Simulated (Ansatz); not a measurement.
Geometry optimisation, UKS PBE/def2-SVP (Ansatz 0.2.0).

The input (input.yaml):

```yaml
crystal:
  periodic: [false, false, false]
  atoms:
    - { symbol: "N", position_ang: [-0.97994, 0.49634, -0.52197] }
    - { symbol: C, position_ang: [0.14481, 0.14219, 0.22318] }
    - { symbol: Si, position_ang: [1.3349, -1.10053, -0.3701] }
    - { symbol: H, position_ang: [-1.48292, -0.28139, -0.92304] }
    - { symbol: H, position_ang: [-1.58611, 1.18883, -0.10835] }
    - { symbol: H, position_ang: [0.50612, 0.98107, 0.81538] }
    - { symbol: H, position_ang: [0.98546, -1.1701, -1.81393] }
magnetization:
  spin_polarized: true
  initial_magnetization: 1
basis:
  gaussian: { orbitals: def2-SVP }
hamiltonian:
  xc: pbe
relax:
  f_tol: 0.015
  max_steps: 40
```

Run as:

```bash
$ ansatz run input.yaml --threads 1 --pin off --max-ram 2048MiB --backend cpu --events-out ev --progress --plain --runs-dir out
```

Task: Where does it end, and by what steps?

Result: It converged. After 8 steps the energy has fallen by 0.628 eV; H7 moved furthest, 0.49 Å.

```
step  energy less start (eV)  largest force component (eV/Å)  accepted
   0                  0.0000                           2.468       yes
   1                 -0.3941                           1.345       yes
   2                 -0.5041                           0.983       yes
   3                 -0.5885                           1.231       yes
   4                 -0.6157                           0.316       yes
   5                 -0.6251                           0.143       yes
   6                 -0.6275                           0.045       yes
   7                 -0.6276                           0.049       yes
   8                 -0.6277                           0.007       yes
```

```xyz
7
Properties=species:S:1:pos:R:3
N -0.987 0.437 -0.413
C 0.240 0.267 0.113
Si 1.567 -0.926 -0.485
H -1.256 -0.128 -1.226
H -1.675 1.101 -0.047
H 0.421 0.927 0.984
H 0.612 -1.421 -1.625
```

Whether the end is a true minimum wasn't checked by a vibrational analysis.

The run took 18 s on 1 thread of Intel(R) Xeon(R) Platinum 8488C (Sapphire Rapids) (shared host), peak memory 0.17 GiB.
